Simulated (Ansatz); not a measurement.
**B$_{2}$, singlet in cc-pVDZ: errors against full CI**

Geometry: a point of a stretch scan, not a stationary point.

```xyz
2

B     0.0000    0.0000    0.0000
B     0.0000    0.0000    2.2650
```

Basis cc-pVDZ; Ansatz 0.2.0. Correlated methods freeze the noble-gas cores, which leaves 6 electrons in 26 orbitals. Prefix R: restricted or restricted open-shell reference. Active spaces: pair = (2e, 2o) about the gap; valence = (6e, 8o) chosen from the atoms' valence shells.

Full CI is exact within this basis and frozen core; it isn't the basis-set limit.

```
UHF ⟨S²⟩                          : 1.205
T1 diagnostic (RCCSD)             : 0.0199
largest doubles amplitude (RCCSD) : 0.118
```

Q: From what is known of these methods and the diagnostics, rank them by the size of their error in total energy against full CI in cc-pVDZ, smallest first (an estimate: the text doesn't fix the numbers).
A. RCCSDT(Q)
B. NEVPT2 (pair space)
C. CASSCF (valence space)
D. RCCSD(T)
E. CASSCF (pair space)

A: A (0.30 mEh), D (2.06 mEh), B (50.02 mEh), C (58.51 mEh), E (136.45 mEh).

All errors are against full CI in cc-pVDZ. Within each family the higher level lies nearer, as is usual though not guaranteed.

The full-CI state has the irrep Ag of D2h, in the program's axes (one component, if the state is degenerate).

Natural occupations of full CI about the gap: 1.908 1.855 1.751 0.116 0.116 0.073 0.060 0.060 0.010 0.009; effectively unpaired electrons, Σ n²(2−n)², 0.44.
